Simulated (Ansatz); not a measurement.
Reaction: H4BPO2 (SMILES OB(O)P) → H2BO2 (SMILES O[B]O, doublet) + PH2 (SMILES [PH2], doublet) (the B-P bond breaks)
Each species at its own B3LYP-D3(BJ)/def2-TZVP minimum (Ansatz, a program for electronic structure), one conformer.

Wanted: bond dissociation energy (electronic), in kcal/mol. Open shells are spin-unrestricted; no spin-orbit coupling. CBS(X,Y): correlation extrapolated as X^-3, Hartree-Fock from the larger set. A bracket is a step between two methods taken in the basis named. The functionals are non-relativistic, so their misses hold any scalar relativity. Double hybrids freeze cores in their MP2 part. '+ core + X2C': CCSD(T) terms for core correlation (cc-pwCVTZ, 1s frozen past Ne) and scalar relativity (cc-pVTZ-DK).

CCSD(T)/CBS(cc-pV(T+d)Z,cc-pV(Q+d)Z) + [CCSDT(Q) - CCSD(T)]/cc-pV(D+d)Z + core + X2C (Ansatz) gives 89.3 kcal/mol.

**Question.** How far off this value is PBE/def2-TZVPD (Ansatz), in which direction, and which of these levels come nearer: r2SCAN/def2-TZVPD, B3LYP/def2-TZVPD, PBE0/def2-TZVPD, wB97M-V/def2-TZVPD, B2PLYP/def2-TZVPD, CCSD(T)/CBS(cc-pV(T+d)Z,cc-pV(Q+d)Z) + core + X2C?

**Answer.** PBE gives 84.4 kcal/mol, 4.9 kcal/mol below it. Differences of the others: r2SCAN/def2-TZVPD (Ansatz) -7.0; B3LYP/def2-TZVPD (Ansatz) -7.6; PBE0/def2-TZVPD (Ansatz) -4.5; wB97M-V/def2-TZVPD (Ansatz) 1.0; B2PLYP/def2-TZVPD (Ansatz) -4.6; CCSD(T)/CBS(cc-pV(T+d)Z,cc-pV(Q+d)Z) + core + X2C (Ansatz) 0.0 kcal/mol. Nearer than PBE: PBE0/def2-TZVPD, wB97M-V/def2-TZVPD, B2PLYP/def2-TZVPD, CCSD(T)/CBS(cc-pV(T+d)Z,cc-pV(Q+d)Z) + core + X2C.
